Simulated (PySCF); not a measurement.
LiH: frontier orbitals

PBE0 at R = 1.602 Å; basis Li pcseg-1, H pcseg-1; no relativity; PySCF 2.14. State: ¹Σ⁺ (singlet), closed shell. Only the outer orbitals are listed, counted within each symmetry.

```
orbital  occ.  ε (eV)  on Li (%)           main shells (%)
     1σ     2  -54.88        100                  100 Li s
     2σ     2   -5.44         32  68 H s, 21 Li s, 11 Li p
     3σ     0   -1.03         97          62 Li s, 36 Li p
     1π     0    0.33        100                  100 Li p
     1π     0    0.33        100                  100 Li p
```

Which are the highest filled and the lowest empty level, where do they sit, and how wide is the gap?

Highest filled 2σ at -5.44 eV (in %: 68 H s, 21 Li s, 11 Li p); lowest empty 3σ at -1.03 eV (in %: 62 Li s, 36 Li p); the gap at PBE0 is 4.41 eV.

| Item | Value |
| --- | --- |
| bond order (Mayer) | 0.87 |
| ⟨S²⟩ | 0.000 |
| charge on Li (Mulliken, basis-dependent) | 0.36 |
| charge on Li (Löwdin, basis-dependent) | 0.25 |
| dipole moment (positive dipole means Li(−)H(+)) | -5.72 D |
| polarisability along the bond | 22.7 bohr³ |
| polarisability across the bond | 26.0 bohr³ |
